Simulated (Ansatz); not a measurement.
Zinc-blende HgS (metastable phase) was calculated with PBE-D3(BJ) (PAW; Ansatz, a program for electronic structure).

Run with plane-wave cutoff 520 eV, 10×10×10 k mesh, Fermi–Dirac smearing 0.01 eV, scalar-relativistic PAW data made under PBE.

Cell (relaxed at this level):

```cif
data_HgS
_chemical_formula_sum 'Hg1 S1'
_space_group_name_H-M_alt 'P 1'
_space_group_IT_number 1
_cell_length_a 4.18195
_cell_length_b 4.18195
_cell_length_c 4.18195
_cell_angle_alpha 60.000
_cell_angle_beta 60.000
_cell_angle_gamma 60.000
loop_
_space_group_symop_operation_xyz
  'x, y, z'
loop_
_atom_site_label
_atom_site_type_symbol
_atom_site_fract_x
_atom_site_fract_y
_atom_site_fract_z
_atom_site_occupancy
Hg1 Hg 0.00000 0.00000 0.00000 1
S1 S 0.25000 0.25000 0.25000 1
```

Predict the bulk modulus B0 and pressure derivative B′ of the bulk modulus.


- bulk modulus B0 = 56.5 GPa
- pressure derivative B′ of the bulk modulus = 4.9

The run finds no gap.

Spin–orbit coupling is not included; it can open a gap where bands touch, and shift volumes and moduli.

Computed values are for the static lattice.
